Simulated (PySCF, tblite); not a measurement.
Isomers of C4H3FN (doublet state), one GFN2-xTB conformer each. Single-point energies are computed at B3LYP/pcH-1 (PySCF, gas phase, no added dispersion term), electronic only. GFN2-xTB treats the open shell by occupation alone, and not every SCF solution was tested for stability.

```
             SMILES  GFN2-xTB relative energy (kJ/mol)
 F/[C]=C\[C@H]1C=N1                              104.1
F/C=[C]\[C@@H]1C=N1                               84.9
  [H]/[C]=C(/C#N)CF                                0.0
```

Conformers: `[F:1]/[C:2]=[CH:3]\[C@H:4]1[CH:5]=[N:6]1` (doublet state) with C2–C3–C4–C5 153°; `[F:1]/[CH:2]=[C:3]\[C@@H:4]1[CH:5]=[N:6]1` (doublet state) with C2–C3–C4–C5 104°; `[H]/[C:1]=[C:2](/[C:3]#[N:4])[CH2:5][F:6]` (doublet state) with C1–C2–C5–F6 0°.

**Question.** What does B3LYP/pcH-1 give for the same structures?

**Answer.** 
```csv
SMILES,B3LYP/pcH-1 E (Eh),B3LYP/pcH-1 (kJ/mol),GFN2-xTB (kJ/mol),point group
[H]/[C]=C(/C#N)CF,-308.70643,0.0,0.0,Cs
F/C=[C]\[C@@H]1C=N1,-308.64778,154.0,84.9,C1
F/[C]=C\[C@H]1C=N1,-308.64286,166.9,104.1,C1
```

Both levels put the same isomer lowest; measured from each level's own lowest isomer, the values differ by up to 69.1 kJ/mol (F/C=[C]\[C@@H]1C=N1: 84.9 against 154.0). As drawn, the highest has a three-membered ring, which the lowest lacks. Neighbours under 21 kJ/mol apart (F/C=[C]\[C@@H]1C=N1 and F/[C]=C\[C@H]1C=N1) can change places with a better method, another conformer or zero-point energy.

**Question.** What happens when harmonic zero-point energies from GFN2-xTB frequencies are added?

**Answer.** 
```csv
SMILES,ZPE (kJ/mol),electronic (kJ/mol),with ZPE (kJ/mol)
[H]/[C]=C(/C#N)CF,146.4,0.0,0.0
F/C=[C]\[C@@H]1C=N1,144.6,154.0,152.2
F/[C]=C\[C@H]1C=N1,148.4,166.9,168.9
```

The zero-point energies span 3.8 kJ/mol. The order is unchanged.
